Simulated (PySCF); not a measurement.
Species: C4H6N (doublet state).
Cartesian coordinates in Å at the GFN2-xTB level; atoms count from 1:
```
atom  x, y, z in Å
N1     2.2463    0.4260    0.2710
C2     1.2885   -0.4508    0.3255
C3    -0.0029   -0.0986    0.0225
C4    -0.9492    0.9267   -0.3886
C5    -1.3952   -0.4995   -0.1145
H6     3.1593    0.0501    0.5142
H7     1.4465   -1.5018    0.6088
H8    -1.2139    1.7031    0.3172
H9    -0.9231    1.2784   -1.4113
H10   -1.9711   -0.7043    0.7797
H11   -1.6799   -1.1265   -0.9504
```

The hyperfine couplings belong to this conformer and change with its torsions.

The species is `[H]/N=C/[C]1CC1` [radical].

The calculation used UKS B3LYP, pcH-1 on C H N, non-relativistic, mean-field spin-orbit, GIAO (PySCF 2.14.0). Geometry: GFN2-xTB, one conformer, isolated molecule. Couplings are sensitive to structure, and on GFN2-xTB geometries they can be far from those on DFT ones. Stability of the SCF solution: not tested. ⟨S²⟩ is 0.773 where a pure state has 0.75.

Principal values of hyperfine tensors in MHz (contact and dipolar terms together), for some of the nuclei:

```json
{"atom": "H11", "isotope": "1H", "A1": "62.35", "A2": "62.60", "A3": "71.68", "alike by the symmetry of this geometry": "H10"}
{"atom": "C3", "isotope": "13C", "A1": "6.57", "A2": "11.26", "A3": "178.11", "alike by the symmetry of this geometry": "none"}
{"atom": "C2", "isotope": "13C", "A1": "-72.68", "A2": "-38.56", "A3": "-31.49", "alike by the symmetry of this geometry": "none"}
{"atom": "H6", "isotope": "1H", "A1": "-64.63", "A2": "-40.23", "A3": "-0.64", "alike by the symmetry of this geometry": "none"}
{"atom": "C5", "isotope": "13C", "A1": "-24.32", "A2": "-20.90", "A3": "-18.24", "alike by the symmetry of this geometry": "none"}
{"atom": "C4", "isotope": "13C", "A1": "-22.57", "A2": "-19.90", "A3": "-17.10", "alike by the symmetry of this geometry": "none"}
{"atom": "N1", "isotope": "14N", "A1": "-6.46", "A2": "-5.52", "A3": "64.66", "alike by the symmetry of this geometry": "none"}
{"atom": "H7", "isotope": "1H", "A1": "1.76", "A2": "6.64", "A3": "13.17", "alike by the symmetry of this geometry": "none"}
```

Problem. Give the isotropic coupling of each nucleus in MHz and in mT (g = 2.0035), and the anisotropic part.

Solution. a_iso = (A1 + A2 + A3)/3, Ti = Ai − a_iso; 1 mT corresponds to 28.042 MHz.

```json
{"atom": "H11", "a_iso (MHz)": "65.54", "a_iso (mT)": "2.337", "T1": "-3.19", "T2": "-2.94", "T3": "6.14"}
{"atom": "C3", "a_iso (MHz)": "65.32", "a_iso (mT)": "2.329", "T1": "-58.74", "T2": "-54.05", "T3": "112.79"}
{"atom": "C2", "a_iso (MHz)": "-47.58", "a_iso (mT)": "-1.697", "T1": "-25.10", "T2": "9.01", "T3": "16.09"}
{"atom": "H6", "a_iso (MHz)": "-35.17", "a_iso (mT)": "-1.254", "T1": "-29.47", "T2": "-5.06", "T3": "34.53"}
{"atom": "C5", "a_iso (MHz)": "-21.16", "a_iso (mT)": "-0.754", "T1": "-3.16", "T2": "0.25", "T3": "2.91"}
{"atom": "C4", "a_iso (MHz)": "-19.86", "a_iso (mT)": "-0.708", "T1": "-2.71", "T2": "-0.04", "T3": "2.75"}
{"atom": "N1", "a_iso (MHz)": "17.56", "a_iso (mT)": "0.626", "T1": "-24.02", "T2": "-23.08", "T3": "47.10"}
{"atom": "H7", "a_iso (MHz)": "7.19", "a_iso (mT)": "0.256", "T1": "-5.43", "T2": "-0.55", "T3": "5.98"}
```

Problem. What spin density at the nucleus of N1 lies behind its contact coupling (g_N = 0.40376)?

Solution. a_FC = (2μ0/3) gₑ μB g_N μN ρ(0)/(2S·h) = 800.24 MHz × g_N × ρ(0)/(2S), with ρ in bohr⁻³. With a_FC = 17.56 MHz and 2S = 1, ρ(0) = 0.05434 bohr⁻³.

Problem. H9 (1H, g_N = 5.58569) isn't in the table. Its spin density at the nucleus is 0.01351 bohr⁻³. What is its contact coupling?

Solution. By the same relation, a_FC = 60.4 MHz. Its full tensor has the principal values 57.15, 57.71, 66.34 MHz.

Problem. Which nucleus of the table has the largest anisotropic coupling, and what is its form?

Solution. C3: -58.7, -54.1, 112.8 MHz, nearly axial, close to the ratio −1:−1:+2, the form that spin in one p orbital centred on that nucleus gives.

Problem. In a single crystal, with the field along each principal axis of the tensor of C3 in turn, what first-order splitting does this nucleus give (isotropic g, quadrupole terms neglected)?

Solution. 2 lines (I = 1/2), spaced by |A_i|/(g × 13.996): 0.23, 0.40, 6.35 mT along the axes of A1, A2 and A3.

On Arm Neoverse V1, one thread (shared host), this took 25 s (grids of density and orbitals included) and 0.63 GiB of memory at its peak.
